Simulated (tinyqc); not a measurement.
Orbital energy against energy difference: ionisation energy by orbital energies and by energy differences in the 6-31g* basis, for LiH, spin multiplicity 1. Computed by the program tinyqc with PySCF. The cation is unrestricted; errors are against CCSD(T) in this basis, not against experiment.

Geometry (angstrom):
```
atom       x       y       z
Li    0.0000  0.0000  0.0000
H     0.0000  0.0000  1.5630
```

CCSD(T) difference in the same basis = 7.6906 eV

IP-EOM-CCSD = 7.6905 eV

First vertical ionisation energy (eV):
```
method     -e(HOMO)  E(cation) - E  error of -e(HOMO)  error of the difference
HF            8.217        7.09427              0.526                   -0.596
LDA           4.428        8.29189             -3.262                    0.601
PBE           4.423        8.13795             -3.267                    0.447
B3LYP         5.365        8.37544             -2.326                    0.685
CAM-B3LYP     6.909        8.35639             -0.782                    0.666
LC-wPBE       8.216        8.17078              0.525                    0.480
```

Estimate the missing row, method = PBE0.

Computed row:
```
method  -e(HOMO)  E(cation) - E  error of -e(HOMO)  error of the difference
PBE0       5.497        8.09478             -2.194                    0.404
```

Koopmans errs by +0.53 eV and Delta-HF by -0.60 eV: relaxation, 1.12 eV, lowers the value and the missing correlation difference works against it. The PBE level is off by -3.3 eV through the wrong tail of its potential, though its energy difference is off by +0.45 eV; exact exchange deepens the level, and among the orbital energies LC-wPBE comes closest; among the differences PBE0 does.
